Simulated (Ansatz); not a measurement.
BH2(SMe) (CH₅BS). Charge 0, multiplicity 1. Geometry PBE0-D4/def2-TZVP, basis def2-TZVP, Ansatz.

```tsv
atom	x (Å)	y (Å)	z (Å)
B1	0.260	1.495	0.462
H2	1.389	1.214	0.197
H3	-0.062	2.568	0.872
S4	-1.033	0.333	0.264
C5	-0.250	-1.174	-0.356
H6	0.812	-1.001	-0.517
H7	-0.726	-1.460	-1.294
H8	-0.389	-1.974	0.371
```

| run | HOMO (eV) | LUMO (eV) |
| --- | --- | --- |
| A | -6.74 | -1.98 |
| B | -7.85 | -1.04 |
| C | -9.13 | 0.04 |
| D | -10.35 | 2.29 |
| E | -7.45 | -1.42 |
| F | -6.87 | -2.21 |

HSE06 is defined as in plane-wave codes, on full-range PBE exchange.

**Question.** The runs used CAM-B3LYP, HF, HSE06, LDA (SPW92), PBE, PBE0. Estimate which is which.

**Answer.** A PBE (0 % exact exchange); B PBE0 (25 % exact exchange); C CAM-B3LYP (range-separated); D HF (100 % exact exchange); E HSE06 (range-separated); F LDA (SPW92) (0 % exact exchange). Exact exchange lowers occupied and raises empty levels; among semilocal functionals meta-GGAs tend to open the gap a little, and such runs are hard to tell apart. The gap grows from 4.66 eV (LDA (SPW92)) to 12.64 eV (HF).
